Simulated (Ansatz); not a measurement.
**SiO (triplet): r2SCAN, PBE0 over a scan of the distance Si1–O2, 6-31G**

How well do these functionals follow the top wave-function level for SiO (triplet) over a scan of the distance Si1–O2?

Method: 6-31G, all electrons in the functionals; program: Ansatz 0.2.0, Gaussian basis.

To be run: r2SCAN, PBE0, at 1.401 Å; 1.586 Å; 1.724 Å; 1.896 Å; 2.082 Å; 2.367 Å; 2.752 Å; 3.212 Å; 3.744 Å; 4.704 Å; 5.996 Å.

26 further runs of the same task are left out: 5 for a known fault of the program, 19 that didn't finish, 2 set aside as unsound or not needed. Runs told in other sessions of the task aren't counted.

### Step 1. The system

The geometry derives from a PBE0/def2-TZVP stationary point (not a proven minimum). One bond is set to the value named and the two fragments are kept rigid.

2 atoms, charge 0, spin multiplicity 3.

Atoms are counted from 1 here; the program's logs count them from 0.

Bond lengths: Si1–O2 1.724 Å.

No dispersion term is added.

The geometry shown and the zero of energy belong to the point 1.724 Å. The yardstick, FCI, and other wave-function levels (R restricted, U unrestricted, valence and pair active spaces) come from earlier runs.

### Step 2. r2SCAN, 1.401 Å

in.yaml reads:

```yaml
crystal:
  periodic: [false, false, false]
  atoms:
    - {symbol: Si, position_ang: [0.000000, 0.000000, 0.000000]}
    - {symbol: O, position_ang: [0.000000, 0.000000, 1.401000]}
basis:
  gaussian: {orbitals: 6-31G}
magnetization: {spin_polarized: true, initial_magnetization: 2}
hamiltonian: {xc: {name: r2SCAN}}
output: {forces: true}
```

Run with:

```
$ ansatz run in.yaml --threads 1 --pin off --events-out ev --progress --plain --max-ram 2393MiB
```

After this run come: r2SCAN, 1.586 Å; r2SCAN, 1.724 Å; r2SCAN, 1.896 Å; r2SCAN, 2.082 Å; r2SCAN, 2.367 Å; r2SCAN, 2.752 Å; r2SCAN, 3.212 Å; r2SCAN, 3.744 Å; r2SCAN, 4.704 Å; r2SCAN, 5.996 Å; PBE0, 1.401 Å; PBE0, 1.586 Å; PBE0, 1.724 Å; PBE0, 1.896 Å; PBE0, 2.082 Å; PBE0, 2.367 Å; PBE0, 2.752 Å; PBE0, 3.212 Å; PBE0, 3.744 Å; PBE0, 4.704 Å; PBE0, 5.996 Å.

**Question.** What will the summary of the whole plan be? Wanted: span of the FCI curve; largest miss, r2SCAN; largest miss, PBE0.

**Answer**, as computed:

| quantity | value |
| --- | --- |
| span of the FCI curve | 272.5 kJ/mol |
| largest miss, r2SCAN | +85.2 kJ/mol (5.996 Å) |
| largest miss, PBE0 | +63.2 kJ/mol (5.996 Å) |

Of the functionals, PBE0 keep the smallest largest miss at the points compared (at most 63.2 kJ/mol) and r2SCAN strays most (85.2 kJ/mol, at 5.996 Å). r2SCAN, PBE0 clearly break the spin symmetry at some points (⟨S²⟩ up to 1.00 above the pure value), so energy there is bought with a mixed spin. Functionals and the yardstick converge differently with the basis, so part of each miss in 6-31G is the basis.
